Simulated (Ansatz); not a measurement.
**triplet PO(-): levels of theory in one basis**

| atom | x (Å) | y (Å) | z (Å) |
| --- | --- | --- | --- |
| P | -0.0385 | -0.0183 | -0.7588 |
| O | 0.0421 | 0.0003 | 0.7579 |

Basis set: def2-SVP (spherical functions). Frozen core: 6 orbitals. Correlation on ROHF uses semicanonical orbitals with singles. Charge -1, multiplicity 3.

Computed with Ansatz (development build ahead of 0.2.0); each method stands on the lowest determinant of its kind that the runs found.

```
      method  E − E(ROHF) (eV)  <S²> of the determinant
        ROHF              0.00                     2.00
         UHF             -0.24                     2.03
    ROHF-MP2             -7.65                        –
ROHF-CCSD(T)             -8.13                        –
 UHF-CCSD(T)             -8.13                     2.03
```

What does UHF-MP2 give on the same scale?

-7.57 eV.

Caution: no diffuse functions for an anion.
